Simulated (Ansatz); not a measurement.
# CH2SSi: the cost of one run

Program: Ansatz 0.2.0. Level of theory: RKS CAM-B3LYP/cc-pVDZ. These are calculated values, not measurements.

### 1 The system as given

Bond lengths: C1–Si2 1.748 Å, Si2–S3 1.981 Å, C1–H4 1.079 Å, C1–H5 1.079 Å. Angles: C1–Si2–S3 175.4°, Si2–C1–H4 120.6°, Si2–C1–H5 120.7°, H4–C1–H5 115.5°.

Coordinates:

```xyz
5

C    -0.4374    0.5618   -0.5089
Si    0.4958   -0.5498    0.4656
S     1.6777   -1.7797    1.4733
H    -0.6129    1.5722   -0.1728
H    -1.1231    0.1955   -1.2572
```

### 2 End point A

Contents of input.yaml:

```yaml
crystal:
  periodic: [false, false, false]
  atoms:
    - { symbol: C, position_ang: [-0.43738, 0.56184, -0.50887] }
    - { symbol: Si, position_ang: [0.49575, -0.54984, 0.46561] }
    - { symbol: S, position_ang: [1.67769, -1.77975, 1.47331] }
    - { symbol: H, position_ang: [-0.61295, 1.57224, -0.17284] }
    - { symbol: H, position_ang: [-1.12311, 0.19551, -1.25721] }
basis:
  gaussian: { orbitals: cc-pVDZ }
hamiltonian:
  xc: cam_b3lyp
relax:
  f_tol: 0.02
  max_steps: 50
output:
  orbitals: {}
```

Command:

```
$ ansatz run input.yaml --threads 1 --pin off --max-ram 2048MiB --backend cpu --events-out ev --progress --plain --runs-dir out
```

**Question.** How long does this run take on 1 thread of an x86-64 CPU, shared host, and how much memory does it need?

About 18 s, with a peak of 0.14 GiB.
